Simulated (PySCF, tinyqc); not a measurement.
Worked calculation: RHF in the sto-6g basis, for H2O, spin multiplicity 1. The lowest restricted solution is unstable here: a spin-polarised one lies 0.0299 hartree lower (PySCF). One step of it, computed by the program tinyqc.

Question. Iteration 1: building the Fock matrix. J_ij = sum D_kl (ij|kl), K_ij = sum D_kl (ik|jl); F = H + J - 0.5 K; E = tr D H + tr D J / 2 - 0.25 tr D K + E_nn.

D at the start, lower triangle:
```
            1O 1s      1O 2s    1O 2px     1O 2py     1O 2pz      2H 1s     3H 1s
1O 1s    0.006656
1O 2s   -0.037217   0.235184
1O 2px   0.000000   0.000000  2.000000
1O 2py   0.000000   0.000000  0.000000   2.177183
1O 2pz   0.092832  -0.386534  0.000000   0.000000   1.943666
2H 1s    0.036869  -0.359650  0.000000  -0.456171  -0.237102   2.248676
3H 1s    0.036869  -0.359650  0.000000   0.456171  -0.237102  -0.100208  2.248676
```

core Hamiltonian H = T + V (hartree), lower triangle:
```
             1O 1s      1O 2s     1O 2px     1O 2py     1O 2pz      2H 1s      3H 1s
1O 1s   -32.694149
1O 2s    -7.223676  -8.920103
1O 2px    0.000000   0.000000  -7.198789
1O 2py    0.000000   0.000000   0.000000  -7.265366
1O 2pz   -0.008729  -0.103571   0.000000   0.000000  -7.228896
2H 1s    -0.646017  -1.697988   0.000000  -1.123695  -0.772630  -3.733505
3H 1s    -0.646017  -1.697988   0.000000   1.123695  -0.772630  -0.381934  -3.733505
```

Two-electron integrals (ij|kl) in chemists' order, unique and non-zero (hartree):
```
(11|11) 4.787491    (21|11) 0.675884    (21|21) 0.121505    (22|11) 1.117379
(22|21) 0.249212    (22|22) 0.817383    (31|31) 0.025762    (32|31) 0.039145
(32|32) 0.180664    (33|11) 1.117381    (33|21) 0.249212    (33|22) 0.817382
(33|33) 0.880663    (41|41) 0.025762    (42|41) 0.039145    (42|42) 0.180664
(43|43) 0.047461    (44|11) 1.117381    (44|21) 0.249212    (44|22) 0.817382
(44|33) 0.785741    (44|44) 0.880663    (51|51) 0.025762    (52|51) 0.039145
(52|52) 0.180664    (53|53) 0.047461    (54|54) 0.047461    (55|11) 1.117381
(55|21) 0.249212    (55|22) 0.817382    (55|33) 0.785741    (55|44) 0.785741
(55|55) 0.880663    (61|11) 0.063708    (61|21) 0.010994    (61|22) 0.022113
(61|33) 0.022068    (61|41) 0.000447    (61|42) 0.000882    (61|44) 0.022161
(61|51) 0.000300    (61|52) 0.000593    (61|54) 0.000063    (61|55) 0.022110
(61|61) 0.001014    (62|11) 0.182860    (62|21) 0.041492    (62|22) 0.154356
(62|33) 0.151668    (62|41) 0.002765    (62|42) 0.021838    (62|44) 0.157221
(62|51) 0.001859    (62|52) 0.014685    (62|54) 0.003735    (62|55) 0.154179
(62|61) 0.003788    (62|62) 0.039282    (63|31) 0.004221    (63|32) 0.024982
(63|43) 0.004334    (63|53) 0.002915    (63|63) 0.005030    (64|11) 0.120942
(64|21) 0.027789    (64|22) 0.110060    (64|33) 0.105442    (64|41) 0.005758
(64|42) 0.038999    (64|44) 0.117680    (64|51) 0.001034    (64|52) 0.009425
(64|54) 0.005315    (64|55) 0.107056    (64|61) 0.002631    (64|62) 0.033994
(64|64) 0.034011    (65|11) 0.081329    (65|21) 0.018687    (65|22) 0.074011
(65|33) 0.070906    (65|41) 0.001034    (65|42) 0.009425    (65|44) 0.073305
(65|51) 0.004916    (65|52) 0.031320    (65|54) 0.005948    (65|55) 0.077820
(65|61) 0.001769    (65|62) 0.022860    (65|64) 0.019489    (65|65) 0.018135
(66|11) 0.378977    (66|21) 0.087524    (66|22) 0.374100    (66|33) 0.361724
(66|41) 0.006170    (66|42) 0.069260    (66|44) 0.387291    (66|51) 0.004149
(66|52) 0.046574    (66|54) 0.017192    (66|55) 0.373285    (66|61) 0.008021
(66|62) 0.131867    (66|64) 0.129383    (66|65) 0.087005    (66|66) 0.774999
(71|11) 0.063708    (71|21) 0.010994    (71|22) 0.022113    (71|33) 0.022068
(71|41) -0.000447   (71|42) -0.000882   (71|44) 0.022161    (71|51) 0.000300
(71|52) 0.000593    (71|54) -0.000063   (71|55) 0.022110    (71|61) 0.000997
(71|62) 0.003645    (71|64) 0.002347    (71|65) 0.001707    (71|66) 0.007685
(71|71) 0.001014    (72|11) 0.182860    (72|21) 0.041492    (72|22) 0.154356
(72|33) 0.151668    (72|41) -0.002765   (72|42) -0.021838   (72|44) 0.157221
(72|51) 0.001859    (72|52) 0.014685    (72|54) -0.003735   (72|55) 0.154179
(72|61) 0.003645    (72|62) 0.029424    (72|64) 0.018189    (72|65) 0.016648
(72|66) 0.076658    (72|71) 0.003788    (72|72) 0.039282    (73|31) 0.004221
(73|32) 0.024982    (73|43) -0.004334   (73|53) 0.002915    (73|63) 0.003565
(73|73) 0.005030    (74|11) -0.120942   (74|21) -0.027789   (74|22) -0.110060
(74|33) -0.105442   (74|41) 0.005758    (74|42) 0.038999    (74|44) -0.117680
(74|51) -0.001034   (74|52) -0.009425   (74|54) 0.005315    (74|55) -0.107056
(74|61) -0.002347   (74|62) -0.018189   (74|64) -0.008152   (74|65) -0.010129
(74|66) -0.045935   (74|71) -0.002631   (74|72) -0.033994   (74|74) 0.034011
(75|11) 0.081329    (75|21) 0.018687    (75|22) 0.074011    (75|33) 0.070906
(75|41) -0.001034   (75|42) -0.009425   (75|44) 0.073305    (75|51) 0.004916
(75|52) 0.031320    (75|54) -0.005948   (75|55) 0.077820    (75|61) 0.001707
(75|62) 0.016648    (75|64) 0.010129    (75|65) 0.012805    (75|66) 0.046512
(75|71) 0.001769    (75|72) 0.022860    (75|74) -0.019489   (75|75) 0.018135
(76|11) 0.037197    (76|21) 0.008531    (76|22) 0.034569    (76|33) 0.033836
(76|44) 0.034514    (76|51) 0.000590    (76|52) 0.005623    (76|55) 0.035357
(76|61) 0.000768    (76|62) 0.008693    (76|64) 0.006651    (76|65) 0.005712
(76|66) 0.031408    (76|71) 0.000768    (76|72) 0.008693    (76|74) -0.006651
(76|75) 0.005712    (76|76) 0.002554    (77|11) 0.378977    (77|21) 0.087524
(77|22) 0.374100    (77|33) 0.361724    (77|41) -0.006170   (77|42) -0.069260
(77|44) 0.387291    (77|51) 0.004149    (77|52) 0.046574    (77|54) -0.017192
(77|55) 0.373285    (77|61) 0.007685    (77|62) 0.076658    (77|64) 0.045935
(77|65) 0.046512    (77|66) 0.229610    (77|71) 0.008021    (77|72) 0.131867
(77|74) -0.129383   (77|75) 0.087005    (77|76) 0.031408    (77|77) 0.774999
```

nuclear repulsion = 6.33412930 hartree

Give: Coulomb J; exchange K; Fock matrix F; total energy of this density.

Answer.

Coulomb J (hartree), lower triangle:
```
          1O 1s   1O 2s  1O 2px   1O 2py  1O 2pz   2H 1s   3H 1s
1O 1s    8.2291
1O 2s    1.8449  6.3699
1O 2px   0.0000  0.0000  6.3258
1O 2py   0.0000  0.0000  0.0000   6.4249
1O 2pz  -0.0161  0.0080  0.0000   0.0000  6.3590
2H 1s    0.1635  1.3207  0.0000   0.9959  0.6752  4.2216
3H 1s    0.1635  1.3207  0.0000  -0.9959  0.6752  0.3258  4.2216
```

exchange K (hartree), lower triangle:
```
          1O 1s    1O 2s  1O 2px   1O 2py  1O 2pz   2H 1s   3H 1s
1O 1s    0.1647
1O 2s    0.2370   1.1814
1O 2px   0.0000   0.0000  1.9726
1O 2py   0.0000   0.0000  0.0000   2.0239
1O 2pz  -0.0194  -0.4218  0.0000   0.0000  1.8997
2H 1s    0.0254   0.2764  0.0000   0.3396  0.1571  1.5967
3H 1s    0.0254   0.2764  0.0000  -0.3396  0.1571  0.0767  1.5967
```

Fock matrix F (hartree), lower triangle:
```
           1O 1s    1O 2s   1O 2px   1O 2py   1O 2pz    2H 1s    3H 1s
1O 1s   -24.5474
1O 2s    -5.4973  -3.1409
1O 2px    0.0000   0.0000  -1.8593
1O 2py    0.0000   0.0000   0.0000  -1.8524
1O 2pz   -0.0151   0.1153   0.0000   0.0000  -1.8197
2H 1s    -0.4952  -0.5155   0.0000  -0.2976  -0.1760  -0.3103
3H 1s    -0.4952  -0.5155   0.0000   0.2976  -0.1760  -0.0944  -0.3103
```

total energy of this density = -28.376203 hartree
